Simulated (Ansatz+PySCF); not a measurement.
The numbers below are computed, except where a source is named.
Several solutions for doublet C2(-)

```xyz
2

C     0.0000    0.0000   -0.6844
C     0.0000    0.0000    0.6844
```

Basis set: def2-SVP (spherical functions). Charge -1, multiplicity 2.

ROHF was run from several starts with Ansatz (development build ahead of 0.2.0) and PySCF 2.14.0.

```csv
run,program,start,converged,energy (hartree),<S²>
A,Ansatz,"atomic start, no search",yes,-75.44158,0.75
B,PySCF,"guess minao, instabilities followed",yes,-75.47573,0.75
C,Ansatz,stability test followed,yes,-75.47572,0.75
D,PySCF,"guess atom, instabilities followed",yes,-75.47573,0.75
E,PySCF,"guess 1e, instabilities followed",yes,-75.47573,0.75
F,PySCF,program defaults,yes,-75.44158,0.75
G,Ansatz,search for the lowest state,yes,-75.47572,0.75
H,PySCF,"guess huckel, instabilities followed",yes,-75.47573,0.75
```

**Question.** Which runs reached the lowest solution of this kind, and what is wrong with the others?

**Answer.** B, C, D, E, G, H reached the lowest solution found. Converged but too high: A by 0.93 eV, F by 0.93 eV. Convergence only shows a stationary point, and even a stable one can lie too high; stability tests and further starts are what find lower ones. Caution: this determinant is likely not that of the ground state. Caution: no diffuse functions for an anion. Caution: the determinant may break the point group.
